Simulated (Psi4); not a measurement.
Reaction (SMILES): C=CCl + 3 [H][H] (H2) → 2 C (CH4) + Cl (HCl)
B3LYP-D3(BJ)/def2-TZVP geometries, fixed; electronic energies without zero-point terms.

Basis-set convergence of the energy of full hydrogenation at wB97X-V with Psi4. Cartesian d functions, on some or all atoms, in 6-31G*, 6-31+G*; all else is spherical. Density fitting with the program's default auxiliary sets. Psi4's default fitting sets serve the pcseg sets less well. The functional holds VV10 correlation; no added dispersion term, no relativity. Functions are those of the species that has most. Reference: the value in def2-QZVPP, -78.46 kcal/mol, itself unsure by roughly 0.32 kcal/mol (its distance from cc-pV(Q+d)Z). Deviations are taken from unrounded values.

```json
[
 {"basis": "STO-3G", "functions": "22", "energy of full hydrogenation (kcal/mol)": "-87.31", "minus reference (kcal/mol)": "-8.84"},
 {"basis": "6-31G", "functions": "37", "energy of full hydrogenation (kcal/mol)": "-80.87", "minus reference (kcal/mol)": "-2.41"},
 {"basis": "pcseg-0", "functions": "37", "energy of full hydrogenation (kcal/mol)": "-84.40", "minus reference (kcal/mol)": "-5.93"},
 {"basis": "def2-SV(P)", "functions": "52", "energy of full hydrogenation (kcal/mol)": "-73.53", "minus reference (kcal/mol)": "4.94"},
 {"basis": "6-31G*", "functions": "55", "energy of full hydrogenation (kcal/mol)": "-78.78", "minus reference (kcal/mol)": "-0.31"},
 {"basis": "def2-SVP", "functions": "61", "energy of full hydrogenation (kcal/mol)": "-81.98", "minus reference (kcal/mol)": "-3.52"},
 {"basis": "cc-pV(D+d)Z", "functions": "66", "energy of full hydrogenation (kcal/mol)": "-80.77", "minus reference (kcal/mol)": "-2.31"},
 {"basis": "6-31+G*", "functions": "67", "energy of full hydrogenation (kcal/mol)": "-79.17", "minus reference (kcal/mol)": "-0.70"},
 {"basis": "6-311G**", "functions": "80", "energy of full hydrogenation (kcal/mol)": "-80.56", "minus reference (kcal/mol)": "-2.10"},
 {"basis": "def2-SVPD", "functions": "91", "energy of full hydrogenation (kcal/mol)": "-83.80", "minus reference (kcal/mol)": "-5.34"},
 {"basis": "6-311+G**", "functions": "92", "energy of full hydrogenation (kcal/mol)": "-79.69", "minus reference (kcal/mol)": "-1.23"},
 {"basis": "aug-pcseg-1", "functions": "100", "energy of full hydrogenation (kcal/mol)": "-80.94", "minus reference (kcal/mol)": "-2.47"},
 {"basis": "6-311++G(2d,2p)", "functions": "119", "energy of full hydrogenation (kcal/mol)": "-79.96", "minus reference (kcal/mol)": "-1.50"},
 {"basis": "pcseg-2", "functions": "136", "energy of full hydrogenation (kcal/mol)": "-78.98", "minus reference (kcal/mol)": "-0.52"},
 {"basis": "cc-pV(T+d)Z", "functions": "141", "energy of full hydrogenation (kcal/mol)": "-79.11", "minus reference (kcal/mol)": "-0.64"},
 {"basis": "def2-TZVPP", "functions": "146", "energy of full hydrogenation (kcal/mol)": "-78.51", "minus reference (kcal/mol)": "-0.04"},
 {"basis": "aug-cc-pV(T+d)Z", "functions": "216", "energy of full hydrogenation (kcal/mol)": "-79.06", "minus reference (kcal/mol)": "-0.60"},
 {"basis": "pcseg-3", "functions": "283", "energy of full hydrogenation (kcal/mol)": "-78.52", "minus reference (kcal/mol)": "-0.05"}
]
```
